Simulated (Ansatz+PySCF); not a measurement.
Results of a calculation; reference values are marked as such.
Input for PySCF 2.14.0:

```python
from pyscf import gto, scf, cc

mol = gto.M(atom="""
H 0.000000 0.000000 -1.677230
C 0.000000 0.000000 -0.514800
C 0.000000 0.000000 0.794340
""", basis='def2-svp', charge=0, spin=1)
mf = scf.UHF(mol)
mf.kernel()
mycc = cc.CCSD(mf, frozen=2).run()
et = mycc.ccsd_t()
print(mf.e_tot, mycc.e_corr, et, mycc.e_tot + et)
```

The script is written out from the run's settings.

The run gave:

```yaml
Converged: yes
Reference_energy: -76.06820 hartree
CCSD_correlation_energy: -0.23374 hartree
Triples_correction: -0.00954 hartree
Total_energy: -76.31149 hartree
```

This is not the lowest solution: another run reaches a determinant 0.27 eV lower. Caution: another reference gives a lower total.
